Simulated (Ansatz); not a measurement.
Ideal-gas functions of C3H2O2 (`C#CC(=O)O`) at 400 K and 1 bar, from an Ansatz frequency run at PBE0-D4/def2-TZVP.

Molar mass 70.05 g/mol, point group Cs (symmetry number 1), electronic degeneracy 1, moments of inertia 41.311, 121.116, 162.427 u Å². Harmonic wavenumbers (cm⁻¹, unscaled): 194, 247, 534, 599, 605, 699, 745, 788, 839, 1190, 1378, 1828, 2247, 3477, 3778.

Use S(trans) = R[1.5 ln M + 2.5 ln T − 1.1517]; rotational temperatures θ = 24.2544 K / I; S(rot) = R[ln(√π/σ · √(T³/θAθBθC)) + 1.5]; for each mode x = 1.438777 ν̃/T, S = R[x/(eˣ − 1) − ln(1 − e⁻ˣ)] and H = RT x/(eˣ − 1); 1 cm⁻¹ = 0.0119627 kJ/mol; R = 8.31446 J/(mol·K).

Task: By hand: the entropy, in J/(mol·K).

Result: Translation 168.0. Rotation: θ = 0.5871, 0.2003, 0.1493 K, giving 108.8. Vibration, mode by mode: 11.47, 9.57, 4.06, 3.37, 3.32, 2.54, 2.23, 1.97, 1.71, 0.62, 0.35, 0.09, 0.02, 0.00, 0.00, in all 41.3. Electronic 0.0. Sum 318.1 J/(mol·K).

Task: By hand: H − E and G − E in kJ/mol, counted from the electronic energy.

Result: Zero-point energy ½ × 19148 × 0.0119627 = 114.5; thermal vibration 10.2; translation, rotation and pV give 4 RT = 13.3. H − E = 138.0 kJ/mol, and G − E = 138.0 − 400 × 318.1/1000 = 10.8 kJ/mol.

Vibration gives 13 % of the entropy. The sum counts one conformer and one mirror image; others add a mixing term.
